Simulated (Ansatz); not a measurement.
# C₃H₄OS: basis-set convergence

One table from this session's results is given with a row withheld; the runs are named, their logs left out.

The runs use Ansatz 0.2.0, Gaussian basis; one geometry, several basis sets.

Levels to be run: PBE0-D4/def2-SVP; ωB97M-V/def2-SVP; PBE0-D4/def2-QZVPP; ωB97M-V/def2-QZVPP; the functionals' def2-TZVPP values are taken from earlier runs.

**The relaxed structure**

The geometry comes from an earlier relaxation with PBE0-D4 in a triple-zeta def2 set; it is a stationary point, not always the lowest conformer.

SMILES `C=C(S)C=O`, 9 atoms, charge 0, spin multiplicity 1.

Atoms are counted from 1 here; the program's logs count them from 0.

Bond lengths: C1–C2 1.333 Å, C1–H6 1.083 Å, C1–H7 1.083 Å, C2–S3 1.754 Å, C2–C4 1.492 Å, S3–H8 1.343 Å, C4–O5 1.198 Å, C4–H9 1.111 Å. Angles: C2–C1–H6 122.8°, C2–C1–H7 118.4°, H6–C1–H7 118.8°, C1–C2–S3 123.1°, C1–C2–C4 119.4°, S3–C2–C4 117.5°, C2–S3–H8 96.0°, C2–C4–O5 124.1°, C2–C4–H9 115.1°, O5–C4–H9 120.8°.

The first run:

Input file in.yaml:

```yaml
crystal:
  periodic: [false, false, false]
  atoms:
    - {symbol: C, position_ang: [0.245174, 0.944829, 1.066564]}
    - {symbol: C, position_ang: [0.252911, -0.044415, 0.173234]}
    - {symbol: S, position_ang: [1.495777, -1.280419, 0.124391]}
    - {symbol: C, position_ang: [-0.837136, -0.122897, -0.842937]}
    - {symbol: O, position_ang: [-1.744820, 0.655836, -0.914919]}
    - {symbol: H, position_ang: [1.007639, 1.054639, 1.827186]}
    - {symbol: H, position_ang: [-0.560001, 1.668507, 1.027507]}
    - {symbol: H, position_ang: [0.987251, -1.949700, -0.923503]}
    - {symbol: H, position_ang: [-0.758293, -0.972678, -1.554623]}
basis:
  gaussian: {orbitals: def2-SVP}
hamiltonian: {xc: pbe0, dispersion: d4}
output: {orbitals: {seedname: orbitals}}
```

On the command line:

```
$ ansatz run in.yaml --threads 2 --pin off --events-out ev --progress --plain --max-ram 4352MiB
```

Steps of the session up to this table: PBE0-D4 in def2-SVP; ωB97M-V in def2-SVP; PBE0-D4 in def2-QZVPP; ωB97M-V in def2-QZVPP.

One table of the session follows, with a row left open; its other results are not shown here.

It belongs to the step «Density functionals: the series». 

| functional | basis | HOMO (eV) | LUMO (eV) |
| --- | --- | --- | --- |
| PBE0-D4 | def2-SVP | -6.84 | -1.97 |
| PBE0-D4 | def2-TZVPP | -6.98 | -2.17 |
| PBE0-D4 | def2-QZVPP | ? | ? |
| ωB97M-V | def2-SVP | -8.91 | 0.32 |
| ωB97M-V | def2-TZVPP | -9.08 | 0.03 |
| ωB97M-V | def2-QZVPP | -9.11 | -0.06 |

**Question.** Estimate the row for PBE0-D4, def2-QZVPP.

As computed: HOMO (eV): -7.01; LUMO (eV): -2.23. In the column «HOMO (eV)» it lies between ωB97M-V, def2-SVP (-8.91) and PBE0-D4, def2-TZVPP (-6.98).
